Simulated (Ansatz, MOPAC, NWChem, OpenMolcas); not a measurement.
**How methods differ on BH2O (SMILES B[O])**

BH2O, doublet, SMILES `B[O]`. Each level relaxes the structure for itself.

Each level gives the highest harmonic wavenumber at each level's own minimum (cm⁻¹). The values are calculated.

```json
{"level": "PM3", "kind": "semi-empirical", "program": "MOPAC", "value (cm⁻¹)": "2547"}
{"level": "PM6", "kind": "semi-empirical", "program": "MOPAC", "value (cm⁻¹)": "2671"}
{"level": "PM6-D3H4", "kind": "semi-empirical", "program": "MOPAC", "value (cm⁻¹)": "2689"}
{"level": "PM6-DH+", "kind": "semi-empirical", "program": "MOPAC", "value (cm⁻¹)": "2672"}
{"level": "UHF/3-21G", "kind": "Hartree–Fock", "program": "OpenMolcas", "value (cm⁻¹)": "2828"}
{"level": "UHF/6-31G* (Cartesian functions)", "kind": "Hartree–Fock", "program": "OpenMolcas", "value (cm⁻¹)": "2804"}
{"level": "UHF/cc-pVTZ", "kind": "Hartree–Fock", "program": "OpenMolcas", "value (cm⁻¹)": "2741"}
{"level": "UB3LYP-D3(BJ)/6-31G* (spherical functions)", "kind": "global hybrid", "program": "NWChem", "value (cm⁻¹)": "2518"}
{"level": "UPBE0/def2-TZVP", "kind": "global hybrid", "program": "NWChem", "value (cm⁻¹)": "2500"}
{"level": "UPBE0-D4/def2-TZVP", "kind": "global hybrid", "program": "Ansatz", "value (cm⁻¹)": "2501"}
```

Harmonic and unscaled. The values span 2500 to 2828 cm⁻¹.
